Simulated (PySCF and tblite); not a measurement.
Values are calculated unless marked as measured or tabulated.
System: C₆H₈, numbered as in [CH3:1][C:2]1=[CH:3][CH2:4][CH:5]=[CH:6]1.

Level: BP86/pcSseg-1 + D3(BJ) on PBE0-D3(BJ)/def2-SVP stationary points, with GFN2-xTB thermal terms. Rates follow Eyring's equation with the number of equivalent paths and no tunnelling. (PySCF 2.14 with density fitting, tblite 0.8.)

Tunnelling of the moving H, left out here, will speed the real process.

(1) How high is the barrier to the shift of H on C4 from C4 to C5, through which structure does it pass, and what rate follows at 298 K?

Results:

(1) The electronic barrier is 25.7 kcal/mol and ΔG‡(298 K) 23.4 kcal/mol, over a Cs saddle with an imaginary mode of 1198i cm⁻¹ (GFN2-xTB). With 2 equivalent paths, k is 9.5×10⁻⁵ s⁻¹, a mean lifetime of the start of 2.9 h against this motion.
